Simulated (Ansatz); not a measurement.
Reaction (SMILES): [SiH3][CH2] (CH2-SiH3) → [CH2-][SiH3] (an electron is taken up)
B3LYP-D3(BJ)/def2-TZVP geometries, fixed; electronic energies without zero-point terms; positive where energy is released.
Largest species:
```
Si
H 1 1.4823
H 1 1.4830 2 109.47
H 1 1.4878 2 107.84 3 116.74
C 1 1.8421 2 110.29 4 121.63
H 5 1.0839 1 122.71 2 -26.73
H 5 1.0841 6 114.66 1 177.78
```
Charge 0, spin multiplicity 2.

Basis-set convergence of the adiabatic electron affinity at wB97M-V with Ansatz (a first-principles code). Cartesian d functions, on some or all atoms, in 6-31G*, 6-31+G*, 6-31G**, 6-311+G**; all else is spherical. The program fits the integrals of some runs and decomposes those of others, by size. Open shells are unrestricted. The functional holds VV10 correlation; no added dispersion term, no relativity. Functions are those of the species that has most. Reference: the value in aug-pcseg-3, 0.977 eV, itself unsure by roughly 0.010 eV (its mean distance from aug-cc-pV(Q+d)Z, def2-QZVPPD). Deviations are taken from unrounded values.

```
basis            functions  adiabatic electron affinity (eV)  minus reference (eV)
---------------  ---------  --------------------------------  --------------------
STO-3G                  19                            -4.491                -5.468
3-21G                   32                             0.006                -0.972
6-31G                   32                             0.121                -0.857
def2-SV(P)              42                             0.525                -0.452
6-31G*                  44                             0.304                -0.673
6-31+G*                 52                             0.834                -0.143
def2-SVP                57                             0.526                -0.451
6-31G**                 59                             0.308                -0.669
6-311+G**               83                             0.921                -0.056
aug-cc-pV(D+d)Z        100                             0.970                -0.007
6-311++G(2d,2p)        112                             0.953                -0.024
def2-TZVPD             125                             0.941                -0.036
cc-pV(T+d)Z            139                             0.786                -0.191
aug-pcseg-2            211                             0.968                -0.010
cc-pV(Q+d)Z            269                             0.886                -0.091
pcseg-3                289                             0.966                -0.012
def2-QZVPPD            304                             0.961                -0.016
aug-cc-pV(Q+d)Z        399                             0.974                -0.003
```
